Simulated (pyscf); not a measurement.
Four-centre exchange: `[CH4]` + `[NH][ZnH]` [doublet] → `[CH3][Zn][NH]` [doublet] + `[H][H]`

Gas phase, doublet surface, charge 0. Bonds broken: C1–H4, Zn2–H9. Bonds formed: C1–Zn2, H4–H9. Structures and frequencies: ωB97X-D3(BJ)/def2-SVP in PySCF.

Transition state (Å):

```xyz
9

C     -1.0465    -0.5511    -0.1446
Zn     0.0460     0.8591     1.0638
N      0.8323     0.9299     2.7442
H     -0.7609     0.9278    -0.3464
H     -1.5968    -0.3946    -1.0888
H     -0.2924    -1.3316    -0.3433
H     -1.7787    -0.9333     0.5870
H      1.8546     0.7976     2.6737
H     -0.4137     1.9644    -0.2420
```

One imaginary mode, 1637i cm⁻¹; descent along it reached the two sides named.

| bond | change | reactant side (Å) | saddle | product side |
|---|---|---|---|---|
| C1–H4 | breaks | 1.101 | 1.520 | 5.6 |
| Zn2–H9 | breaks | 1.534 | 1.771 | 3.6 |
| C1–Zn2 | forms | 3.0 | 2.155 | 1.935 |
| H4–H9 | forms | 3.0 | 1.098 | 0.765 |

Electronic energies relative to the separated reactants (kJ/mol):

```
level                   barrier  reaction energy  reverse barrier
----------------------  -------  ---------------  ---------------
ωB97X-D3(BJ)/def2-TZVP    220.7            +37.9            182.8
PBE/def2-TZVP             193.8            +37.1            156.8
r²SCAN/def2-TZVP          198.4            +38.3            160.2
B3LYP-D3(BJ)/def2-TZVP    222.2            +41.3            180.9
PBE0-D3(BJ)/def2-TZVP     205.0            +40.0            165.0
M06-2X/def2-TZVP          216.0            +33.2            182.7
ωB97M-D3(BJ)/def2-TZVP    226.0            +43.3            182.7
HF/def2-TZVP              293.1            +66.5            226.6
```

With ωB97M-D3(BJ)/def2-TZVP energies and thermal terms (ideal gas, 1 atm, RRHO with modes under 100 cm⁻¹ raised to 100, one conformer, R ln 2 for chiral ones without a mode under 150 cm⁻¹), in kJ/mol:

```tsv
T (K)	ΔH‡	ΔG‡	ΔH	ΔG
298	216.3	252.5	+33.4	+34.5
600	219.0	288.3	+39.3	+33.2
900	222.9	322.1	+43.7	+29.1
1200	226.9	354.6	+46.7	+23.8
```

At the saddle there is also a short H–Zn contact that neither side keeps. •HN–ZnH lies 129.9 kJ/mol over its isomer [H₂N–Zn]• (electronic energy, ωB97M-D3(BJ)/def2-TZVP). H₃C–Zn–NH• lies 55.1 kJ/mol over its isomer [H₃C–NH–Zn]• (electronic energy, ωB97M-D3(BJ)/def2-TZVP). One saddle was located; it need not be the lowest between these sides. Elements up to Kr have no core potential and no relativistic terms here.
